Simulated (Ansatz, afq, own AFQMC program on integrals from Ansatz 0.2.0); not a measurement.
Integrals from Ansatz 0.2.0, then the random walk in our own AFQMC program (afq).

```yaml
crystal:
  periodic: [false, false, false]
  atoms:
    - {symbol: B, position_ang: [-0.166306, 0.000000, 0.000000]}
    - {symbol: H, position_ang: [-0.763040, 1.033571, 0.000000]}
    - {symbol: H, position_ang: [-0.763040, -1.033571, 0.000000]}
    - {symbol: H, position_ang: [1.027159, 0.000000, 0.000000]}
    - {symbol: H, position_ang: [2.282694, 0.000000, 0.000000]}
basis:
  gaussian: {orbitals: cc-pVTZ}
magnetization: {spin_polarized: true, initial_magnetization: 1}
correlation: {method: ccsd_t, electrons: outside_noble_gas, hamiltonian_folder: ham}
```

```sh
$ ansatz run in.yaml --threads 1 --pin off --events-out ev --progress --plain --max-ram 24576MiB --backend cuda --devices 0, --max-vram 18GiB
```

Options of the walk:

```
--method phaseless --trial cisd --walkers 1900 --populations 20 --least-time 60 --time-step 0.005 --steps-per-block 50 --equilibration-blocks 28 --max-blocks 4000 --target-error 0.00016 --factor-cut 1e-05 --start spin_pure --seed 3913 --release-times 0.24,0.51,0.99,1.62,2.4 --release-step 0.03 --release-every 3 --taylor-order 6
```

Times are imaginary, in 1/Eh. The walk had a cap of 243 s. With eight or more populations the least sampling time is a fifth of least-time, and the error comes from their spread.

Output of the walk:

```
orbitals 85  electrons 4 3  factors 469 of 469
reference energy -26.87810820 Eh
CCSD correlation -0.14328119 Eh in 10 cycles, weight of the determinant in the CISD state 0.9351
energy of the start -27.021290 Eh
 block  time / (1/Eh)  mean weight  energy / Eh
     1     0.250  1.0004  -27.020795
     2     0.500  1.0001  -27.021674
     3     0.750  1.0002  -27.022447
     4     1.000  0.9999  -27.023090
     5     1.250  1.0005  -27.023499
     8     2.000  0.9996  -27.024158
    11     2.750  1.0005  -27.024446
    14     3.500  0.9997  -27.025000
    17     4.250  1.0000  -27.025081
    20     5.000  1.0003  -27.025142
    23     5.750  0.9998  -27.024809
    26     6.500  0.9998  -27.024899
    29     7.250  1.0000  -27.024044
    32     8.000  1.0003  -27.024426
    35     8.750  1.0004  -27.024600
    38     9.500  0.9994  -27.024971
    41    10.250  0.9999  -27.025118
    44    11.000  1.0001  -27.025191
    47    11.750  1.0001  -27.024974
    50    12.500  1.0000  -27.024652
    53    13.250  0.9999  -27.024876
    56    14.000  1.0000  -27.024495
    59    14.750  1.0003  -27.024552
    62    15.500  1.0004  -27.024782
    65    16.250  1.0002  -27.025084
    68    17.000  1.0002  -27.025015
    71    17.750  1.0002  -27.025183
    72    18.000  1.0004  -27.025395
    74    18.500  1.0000  -27.024786
    77    19.250  1.0001  -27.024942
    78    19.500  0.9997  -27.024762
error from the spread of 20 populations
released: time / (1/Eh)  energy / Eh  error  mean overlap
  0.24  -27.024802  0.000087  0.9968
  0.51  -27.024910  0.000063  0.9952
  0.99  -27.024980  0.000050  0.9867
  1.62  -27.024943  0.000052  0.9786
  2.40  -27.025025  0.000048  0.9710
energy -27.024855 +/- 0.000088 Eh
(rows thinned)
```

The run passed its tests (sampling time, drift between the halves within three errors, error under three times the target), which doesn't prove that it has relaxed.

Against this walk (error 2.4 meV) on the same determinant: CCSD(T) 13.7 meV higher, CCSDT(Q) 1.9 meV lower (within the noise). The error is statistical and leaves out the bias of the constraint. Released to 2.40 1/Eh the energy moves by -5 ± 3 meV (both errors), within twice the noise.

Cautions: constraint bias not in the error.

The walk took 35 s on 1 × NVIDIA H100 80GB HBM3 with 2 threads of AMD EPYC 7R13 Processor (Zen 3), with other jobs on the host (the card was shared). The log's last line is the phaseless energy.

CCSDT and higher add their correlation energy to the determinant of the CCSD(T) run, since their own runs factorise the integrals more tightly (a shift of under 2 meV). A walk keeps the symmetry of its determinant, which the program's search chose and which needn't be the lowest solution, so a lower state of the same spin and another symmetry isn't excluded.
